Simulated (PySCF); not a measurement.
```xyz
4

C      0.0000     0.0000     0.0011
H      1.0645    -0.1835    -0.0031
H     -0.6912    -0.8301     0.0006
H     -0.3733     1.0137     0.0013
```

Charge 0, multiplicity 2.

Give the Mulliken and meta-Löwdin atomic charges from TPSSh-D3(BJ)/def2-TZVP // PBE0-D3(BJ)/def2-TZVP (PySCF 2.14.0).


```csv
atom,Mulliken (e),meta-Löwdin (e)
C1,-0.42,-0.37
H2,0.14,0.12
H3,0.14,0.12
H4,0.14,0.12
```
